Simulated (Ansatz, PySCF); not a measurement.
# How the cohesive energy of zinc-blende AlN (metastable phase) moves with the method

No measured value is used here.

```
level (code)          value (eV/atom)  cell (Å³/atom)
--------------------  ---------------  --------------
PBE (PySCF)               5.72 ± 0.04           10.70
r²SCAN (Ansatz)                  5.80           10.43
Hartree–Fock (PySCF)      3.99 ± 0.08           10.36
MP2 (PySCF)                6.24 ± 0.1           10.56
```

A ± on a computed value is a rough bar: the spread of its extrapolation, a floor set from checks against published values, or a statistical error. Each level is taken at its own relaxed cell. Ansatz's density-functional and Hartree–Fock values are scalar-relativistic unless marked +SOC, with PAW data made under PBE.

Ansatz is a first-principles code.
